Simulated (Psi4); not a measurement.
**SiNH4O− (SMILES N[SiH-]O): TDA-BHLYP/def2-SVP (save jk yes, sweep point 6)**

Aim: the excited states of SiNH4O−. 

The calculation is run with Psi4 1.11.

3 further runs of the same task are left out: 3 set aside as unsound or not needed.

## (1) The molecule

SiNH4O−: 7 atoms, total charge -1, spin state singlet. SMILES: `N[SiH-]O`. The coordinates come from a GFN2-xTB relaxation. This is one conformer, not always the lowest.

Bond lengths: N1–Si2 1.835 Å, Si2–O3 1.697 Å, N1–H4 1.017 Å, N1–H5 1.016 Å, Si2–H6 1.554 Å, O3–H7 0.962 Å. Angles: N1–Si2–O3 100.2°, N1–Si2–H6 94.0°, O3–Si2–H6 101.8°, Si2–N1–H4 110.5°, Si2–N1–H5 109.5°, Si2–O3–H7 113.4°, H4–N1–H5 105.9°.

## (2) The excited states at TDA-BHLYP/def2-SVP (save jk yes, sweep point 6)

Contents of input.inp:

```
memory 1600 MB

molecule geom {
  -1 1
  N     -0.940250     0.080330    -0.489950
  Si     0.408150     0.625000     0.628660
  O      1.725490    -0.181570    -0.074880
  H     -0.881470     0.565790    -1.381210
  H     -1.837290     0.339730    -0.090590
  H      0.007340    -0.353090     1.768080
  H      1.518040    -1.076200    -0.360110
  symmetry c1
}

set globals {
  basis                def2-SVP
  reference            rks
  puream               true
  scf_type             pk
  dft_radial_points    99
  dft_spherical_points 590
  save_jk              true
}

from psi4.driver.procrouting.response.scf_response import tdscf_excitations
e, wfn = energy('bhhlyp', return_wfn=True)
states = tdscf_excitations(wfn, states=12, tda=True)
```

Launch:

```bash
psi4 -n 1 input.inp input.out
```

input.out:

```text
Psi4 1.11 release

   => Loading Basis Set <=

    Name: DEF2-SVP
    Role: ORBITAL
    Keyword: BASIS

         ---------------------------------------------------------
                                   SCF
                              RKS Reference
                        1 Threads,   1525 MiB Core
         ---------------------------------------------------------

  ==> Geometry <==

    Molecular point group: c1
    Full point group: C1

    Geometry (in Angstrom), charge = -1, multiplicity = 1:

       Center              X                  Y                   Z               Mass
    ------------   -----------------  -----------------  -----------------  -----------------
         N           -1.337770459975    -0.164458055261    -0.642598243477    14.003074004430
         SI           0.010629540025     0.380211944739     0.476011756523    27.976926534650
         O            1.327969540025    -0.426358055261    -0.227528243477    15.994914619570
         H           -1.278990459975     0.321001944739    -1.533858243477     1.007825032230
         H           -2.234810459975     0.094941944739    -0.243238243477     1.007825032230
         H           -0.390180459975    -0.597878055261     1.615431756523     1.007825032230
         H            1.120519540025    -1.320988055261    -0.512758243477     1.007825032230

  Running in c1 symmetry.

  Rotational constants: A =      0.66295  B =      0.25124  C =      0.19626 [cm^-1]
  Rotational constants: A =  19874.65234  B =   7531.94085  C =   5883.87048 [MHz]
  Nuclear repulsion =  108.376372008166953

  Charge       = -1
  Multiplicity = 1
  Electrons    = 34
  Nalpha       = 17
  Nbeta        = 17

  ==> Algorithm <==

  SCF Algorithm Type is PK.
  DIIS enabled.
  MOM disabled.
  Fractional occupation disabled.
  Guess Type is SAD.
  Energy threshold   = 1.00e-06
  Density threshold  = 1.00e-06
  Integral threshold = 1.00e-12

  ==> Primary Basis <==

  Basis Set: DEF2-SVP
    Blend: DEF2-SVP
    Number of shells: 32
    Number of basis functions: 66
    Number of Cartesian functions: 69
    Spherical Harmonics?: true
    Max angular momentum: 2

  ==> DFT Potential <==

   => LibXC <=

    Version 7.1.2

   => Composite Functional: BHANDHLYP <=

    BHandHLYP Hyb-GGA Exchange-Correlation Functional

    Defined through Gaussian implementation.

    Deriv               =              1
    GGA                 =           TRUE
    Meta                =          FALSE

    Exchange Hybrid     =           TRUE
    MP2 Hybrid          =          FALSE

   => Exchange Functionals <=

    0.5000         Becke 88

   => Exact (HF) Exchange <=

    0.5000               HF

   => Correlation Functionals <=

    1.0000   Lee, Yang & Parr

   => LibXC Density Thresholds  <==

    XC_HYB_GGA_XC_BHANDHLYP:  1.00E-15

   => Molecular Quadrature <=

    Radial Scheme          =       TREUTLER
    Pruning Scheme         =           NONE
    Nuclear Scheme         =       TREUTLER

    Blocking Scheme        =         OCTREE
    BS radius alpha        =              1
    Pruning alpha          =              1
    Radial Points          =             99
    Spherical Points       =            590
    Total Points           =         390292
    Total Blocks           =           2846
    Max Points             =            256
    Max Functions          =             66
    Weights Tolerance      =       1.00E-15

  ==> Integral Setup <==

  Using in-core PK algorithm.
   Calculation information:
      Number of atoms:                   7
      Number of AO shells:              32
      Number of primitives:             62
      Number of atomic orbitals:        69
      Number of basis functions:        66

      Integral cutoff                 1.00e-12
      Number of threads:                 1

  Performing in-core PK
  Using 4890732 doubles for integral storage.
  We computed 136398 shell quartets total.
  Whereas there are 139656 unique shell quartets.

  ==> DiskJK: Disk-Based J/K Matrices <==

    J tasked:                  Yes
    K tasked:                  Yes
    wK tasked:                  No
    Memory [MiB]:              508
    Schwarz Cutoff:          1E-12

  Cached 100.0% of DFT collocation blocks in 0.621 [GiB].

  Minimum eigenvalue in the overlap matrix is 1.2984556900E-02.
  Reciprocal condition number of the overlap matrix is 2.7429277891E-03.
    Using symmetric orthogonalization.

  ==> Pre-Iterations <==

  SCF Guess: Superposition of Atomic Densities via on-the-fly atomic UHF (no occupation information).

   -------------------------
    Irrep   Nso     Nmo
   -------------------------
     A         66      66
   -------------------------
    Total      66      66
   -------------------------

  ==> Iterations <==

                        Total Energy        Delta E     RMS |[F,P]|

   @RKS iter SAD:  -420.86252900786809   -4.20863e+02   0.00000e+00
   @RKS iter   1:  -421.31484483045466   -4.52316e-01   1.26038e-02 ADIIS/DIIS
   @RKS iter   2:  -421.29294770097391    2.18971e-02   1.34527e-02 ADIIS/DIIS
   @RKS iter   3:  -421.62578426276986   -3.32837e-01   6.90253e-04 ADIIS/DIIS
   @RKS iter   4:  -421.62682685282715   -1.04259e-03   2.59613e-04 ADIIS/DIIS
   @RKS iter   5:  -421.62695984749956   -1.32995e-04   1.00308e-04 ADIIS/DIIS
   @RKS iter   6:  -421.62697863461005   -1.87871e-05   2.20766e-05 DIIS
   @RKS iter   7:  -421.62697971162027   -1.07701e-06   2.50279e-06 DIIS
   @RKS iter   8:  -421.62697973861430   -2.69940e-08   5.95485e-07 DIIS
  Energy and wave function converged.

  ==> Post-Iterations <==

   Electrons on quadrature grid:
      Ntotal   =   33.9999999695 ; deviation = -3.051e-08

    Orbital Energies [Eh]
    ---------------------

    Doubly Occupied:

       1A    -66.878295     2A    -19.437852     3A    -14.555334
       4A     -5.350087     5A     -3.618076     6A     -3.616912
       7A     -3.613704     8A     -0.875193     9A     -0.720688
      10A     -0.375261    11A     -0.328594    12A     -0.298834
      13A     -0.203551    14A     -0.184088    15A     -0.140823
      16A     -0.122308    17A      0.021742

    Virtual:

      18A      0.272392    19A      0.288097    20A      0.343908
      21A      0.351754    22A      0.362262    23A      0.442061
      24A      0.507407    25A      0.673250    26A      0.691090
      27A      0.740995    28A      0.757092    29A      0.791797
      30A      0.809698    31A      0.872850    32A      0.918993
      33A      0.942209    34A      0.978247    35A      1.049779
      36A      1.131772    37A      1.151249    38A      1.177259
      39A      1.243922    40A      1.311787    41A      1.354867
      42A      1.391002    43A      1.455344    44A      1.609991
      45A      1.650231    46A      1.741823    47A      1.790862
      48A      1.913380    49A      1.945053    50A      1.999372
      51A      2.046857    52A      2.107708    53A      2.370035
      54A      2.433505    55A      2.520311    56A      2.564884
      57A      2.920781    58A      2.941078    59A      3.085474
      60A      3.106654    61A      3.267694    62A      3.327971
      63A      3.402678    64A      3.469255    65A      3.710993
      66A      4.067907

    Final Occupation by Irrep:
              A
    DOCC [    17 ]
    NA   [    17 ]
    NB   [    17 ]

  @RKS Final Energy:  -421.62697973861430

   => Energetics <=

    Nuclear Repulsion Energy =            108.3763720081669533
    One-Electron Energy =                -805.2773676740152951
    Two-Electron Energy =                 294.9776472479124436
    DFT Exchange-Correlation Energy =     -19.7036313206784151
    Empirical Dispersion Energy =           0.0000000000000000
    VV10 Nonlocal Energy =                  0.0000000000000000
    Total Energy =                       -421.6269797386142955

Computation Completed

Properties will be evaluated at   0.000000,   0.000000,   0.000000 [a0]

Properties computed using the SCF density matrix

 Multipole Moments:

 ------------------------------------------------------------------------------------
     Multipole            Electronic (a.u.)      Nuclear  (a.u.)        Total (a.u.)
 ------------------------------------------------------------------------------------

 L = 1.  Multiply by 2.5417464519 to convert [e a0] to [Debye]
 Dipole X            :          2.1742761           -2.5989123           -0.4246363
 Dipole Y            :          0.8361406           -1.4022256           -0.5660850
 Dipole Z            :         -0.3628188           -0.6211001           -0.9839189
 Magnitude           :                                                    1.2119673

 ------------------------------------------------------------------------------------

	total time  =         10 seconds =       0.17 minutes

******************************************************************************************
**********                               WARNING                                **********
**********       The names of excited state variables changed between 1.5       **********
**********     and 1.6. For a quick solution, remove the symmetry specifier     **********
**********   from the variable name. For full details, see 'Notes on Psivars'   **********
**********                        in the documentation.                         **********
******************************************************************************************

         ---------------------------------------------------------
                         TDSCF excitation energies
         ---------------------------------------------------------

  ==> Options <==

     Residual threshold  : 1.0000e-04
     Initial guess       : denominators
     Reference           : RHF
     Solver type         : TDA (Davidson)

  ==> Requested Excitations <==

      12 singlet states with A symmetry

  ==> Seeking the lowest 12 singlet states with A symmetry

                         Generalized Davidson Solver

  ==> Options <==

    Max number of iterations        = 60
    Eigenvector tolerance           = 1.0000e-04
    Max number of expansion vectors = 2400

  => Iterations <=
                           Max[D[value]]     Max[|R|]   # vectors
  DavidsonSolver iter   1:   3.46046e-01  6.63357e-02     48
  DavidsonSolver iter   2:   4.86365e-03  1.05949e-02     60
  DavidsonSolver iter   3:   1.11763e-04  1.69027e-03     72
  DavidsonSolver iter   4:   3.14994e-06  2.99353e-04     84
  DavidsonSolver iter   5:   6.97195e-08  8.49756e-05     88      Converged

******************************************************************************************
**********                               WARNING                                **********
**********  Length-gauge rotatory strengths are **NOT** gauge-origin invariant  **********
******************************************************************************************

                                    Excitation Energy         Total Energy        Oscillator Strength             Rotatory Strength
     #   Sym: GS->ES (Trans)        au              eV              au          au (length)    au (velocity)    au (length)    au (velocity)
    ---- -------------------- --------------- --------------- --------------- --------------- --------------- --------------- ---------------
     1        A->A (1 A)       0.16056         4.36907        -421.46642       0.0567          0.0356         -0.0752         -0.0406
     2        A->A (1 A)       0.17815         4.84761        -421.44883       0.1449          0.0251         -0.0226         -0.0405
     3        A->A (1 A)       0.22720         6.18241        -421.39978       0.0040          0.0000          0.0115         -0.0001
     4        A->A (1 A)       0.24475         6.66008        -421.38223       0.0858          0.0211         -0.0308         -0.0066
     5        A->A (1 A)       0.24841         6.75950        -421.37857       0.3053          0.0935          0.1323          0.0802
     6        A->A (1 A)       0.27601         7.51065        -421.35097       0.0172          0.0419         -0.0210         -0.0235
     7        A->A (1 A)       0.28863         7.85393        -421.33835       0.0116          0.0383         -0.0158          0.0153
     8        A->A (1 A)       0.30528         8.30719        -421.32170       0.1845          0.2208          0.0619          0.0729
     9        A->A (1 A)       0.31552         8.58583        -421.31146       0.2700          0.1367         -0.1269         -0.0990
     10       A->A (1 A)       0.32002         8.70813        -421.30696       0.0836          0.0624          0.1653          0.1191
     11       A->A (1 A)       0.33629         9.15102        -421.29069       0.0693          0.0715         -0.0068          0.0072
     12       A->A (1 A)       0.34218         9.31121        -421.28480       0.0188          0.0224          0.0004         -0.0144

Contributing excitations
Only contributions with abs(coeff) > 1.00e-01 will be printed:

Excited State    1 (1 A):   0.16056 au   283.78 nm f = 0.0567
  Sums of squares: Xssq =  1.000000e+00
     17a  ->  18a     0.981224 (96.280%)
     17a  ->  19a     0.118112 ( 1.395%)

Excited State    2 (1 A):   0.17815 au   255.76 nm f = 0.1449
  Sums of squares: Xssq =  1.000000e+00
     17a  ->  18a    -0.120169 ( 1.444%)
     17a  ->  19a     0.978485 (95.743%)

Excited State    3 (1 A):   0.22720 au   200.54 nm f = 0.0040
  Sums of squares: Xssq =  1.000000e+00
     16a  ->  20a    -0.115795 ( 1.341%)
     17a  ->  20a     0.860144 (73.985%)
     17a  ->  21a    -0.457609 (20.941%)

Excited State    4 (1 A):   0.24475 au   186.16 nm f = 0.0858
  Sums of squares: Xssq =  1.000000e+00
     16a  ->  18a    -0.244605 ( 5.983%)
     17a  ->  21a     0.220329 ( 4.854%)
     17a  ->  22a     0.921361 (84.891%)

Excited State    5 (1 A):   0.24841 au   183.42 nm f = 0.3053
  Sums of squares: Xssq =  1.000000e+00
     17a  ->  20a    -0.468844 (21.981%)
     17a  ->  21a    -0.829951 (68.882%)
     17a  ->  22a     0.231323 ( 5.351%)

Excited State    6 (1 A):   0.27601 au   165.08 nm f = 0.0172
  Sums of squares: Xssq =  1.000000e+00
     15a  ->  18a    -0.469779 (22.069%)
     16a  ->  18a    -0.810967 (65.767%)
     17a  ->  18a    -0.106589 ( 1.136%)
     17a  ->  21a    -0.124902 ( 1.560%)
     17a  ->  22a    -0.222742 ( 4.961%)
     17a  ->  23a    -0.102078 ( 1.042%)

Excited State    7 (1 A):   0.28863 au   157.86 nm f = 0.0116
  Sums of squares: Xssq =  1.000000e+00
     13a  ->  18a    -0.118711 ( 1.409%)
     13a  ->  19a     0.230598 ( 5.318%)
     14a  ->  19a    -0.125632 ( 1.578%)
     15a  ->  18a     0.295598 ( 8.738%)
     15a  ->  19a    -0.374070 (13.993%)
     16a  ->  18a    -0.169547 ( 2.875%)
     16a  ->  19a     0.782429 (61.219%)

Excited State    8 (1 A):   0.30528 au   149.25 nm f = 0.1845
  Sums of squares: Xssq =  1.000000e+00
     17a  ->  23a    -0.977326 (95.517%)

Excited State    9 (1 A):   0.31552 au   144.41 nm f = 0.2700
  Sums of squares: Xssq =  1.000000e+00
     13a  ->  18a    -0.145832 ( 2.127%)
     14a  ->  19a    -0.113651 ( 1.292%)
     15a  ->  18a    -0.767643 (58.928%)
     15a  ->  19a    -0.280017 ( 7.841%)
     16a  ->  18a     0.436633 (19.065%)
     16a  ->  19a     0.230453 ( 5.311%)

Excited State   10 (1 A):   0.32002 au   142.38 nm f = 0.0836
  Sums of squares: Xssq =  1.000000e+00
     14a  ->  18a    -0.200592 ( 4.024%)
     14a  ->  19a     0.375663 (14.112%)
     14a  ->  20a    -0.125918 ( 1.586%)
     15a  ->  18a    -0.155103 ( 2.406%)
     15a  ->  19a     0.674665 (45.517%)
     16a  ->  19a     0.465822 (21.699%)
     16a  ->  20a     0.232533 ( 5.407%)

Excited State   11 (1 A):   0.33629 au   135.49 nm f = 0.0693
  Sums of squares: Xssq =  1.000000e+00
     13a  ->  18a    -0.156201 ( 2.440%)
     13a  ->  19a     0.186018 ( 3.460%)
     14a  ->  18a    -0.301336 ( 9.080%)
     14a  ->  19a     0.508382 (25.845%)
     14a  ->  22a     0.141113 ( 1.991%)
     15a  ->  19a    -0.167184 ( 2.795%)
     15a  ->  20a    -0.252741 ( 6.388%)
     15a  ->  21a     0.143645 ( 2.063%)
     15a  ->  22a    -0.117406 ( 1.378%)
     16a  ->  20a    -0.543439 (29.533%)
     16a  ->  21a     0.296393 ( 8.785%)
     17a  ->  20a    -0.123867 ( 1.534%)

Excited State   12 (1 A):   0.34218 au   133.16 nm f = 0.0188
  Sums of squares: Xssq =  1.000000e+00
     13a  ->  18a    -0.149534 ( 2.236%)
     13a  ->  19a     0.172002 ( 2.958%)
     14a  ->  18a    -0.233782 ( 5.465%)
     14a  ->  19a     0.449186 (20.177%)
     14a  ->  20a    -0.102587 ( 1.052%)
     15a  ->  19a    -0.356615 (12.717%)
     15a  ->  20a     0.293384 ( 8.607%)
     15a  ->  21a    -0.216902 ( 4.705%)
     16a  ->  19a    -0.198866 ( 3.955%)
     16a  ->  20a     0.354094 (12.538%)
     16a  ->  21a    -0.353019 (12.462%)
     16a  ->  22a     0.253254 ( 6.414%)

******************************************************************************************
**********                               WARNING                                **********
**********       The names of excited state variables changed between 1.5       **********
**********     and 1.6. For a quick solution, remove the symmetry specifier     **********
**********   from the variable name. For full details, see 'Notes on Psivars'   **********
**********                        in the documentation.                         **********
******************************************************************************************

    Psi4 run time: 0:00:54.19
```

Run time: 57 s. Hardware: 1 thread of Intel Xeon Platinum 8488C (Sapphire Rapids), shared host; peak memory 0.92 GiB.

The roots found:

| excited state | energy (eV) | strength | label |
| --- | --- | --- | --- |
| 1 | 4.369 | 0.0567 | A 1 |
| 2 | 4.848 | 0.1449 | A 1 |
| 3 | 6.182 | 0.0040 | A 1 |
| 4 | 6.660 | 0.0858 | A 1 |
| 5 | 6.760 | 0.3053 | A 1 |
| 6 | 7.511 | 0.0172 | A 1 |
| 7 | 7.854 | 0.0116 | A 1 |
| 8 | 8.307 | 0.1845 | A 1 |
| 9 | 8.586 | 0.2700 | A 1 |
| 10 | 8.708 | 0.0836 | A 1 |
| 11 | 9.151 | 0.0693 | A 1 |
| 12 | 9.311 | 0.0188 | A 1 |

## (3) What came out

Level: TDA-BHLYP/def2-SVP (save jk yes, sweep point 6).

```
                                             quantity          value
                    ground-state or mean-field energy  -421.62698 Eh
               HOMO energy (BHLYP Kohn–Sham orbitals)        0.59 eV
               LUMO energy (BHLYP Kohn–Sham orbitals)        7.41 eV
HOMO–LUMO gap (to an unbound level, set by the basis)        6.82 eV
                             lowest excitation energy        4.37 eV
```

The brightest of the 12 transitions from the ground state lies at 6.76 eV (183 nm, f = 0.305); the lowest, at 4.37 eV, has f = 0.057. For an anion, states without diffuse functions may be basis-held continuum. The HOMO lies at positive energy, 0.59 eV: the electron is unbound at this level or held by a compact basis; values depend on the basis.
